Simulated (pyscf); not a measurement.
PySCF, gas phase, ωB97X-D3(BJ)/def2-SVP geometries.

Problem. What is the homolytic dissociation enthalpy (298 K, ωB97M-D3(BJ)/def2-TZVP) of the O–Sb bond of H₃C–CH₂–Sb(OH)–CH₂–CH₃, to H₃C–CH₂–Sb•–CH₂–CH₃ + OH•?

Solution. O–Sb to H₃C–CH₂–Sb•–CH₂–CH₃ + OH•: 80.5 kcal/mol. The 7 functionals that were run give +79.1 (r²SCAN) to +83.3 kcal/mol (PBE). Other isomers of H₃C–CH₂–Sb•–CH₂–CH₃ were not searched in full and may lie lower. Left out: the spin-orbit lowering of OH. Elements past Kr carry the def2 core potentials, without spin-orbit coupling.
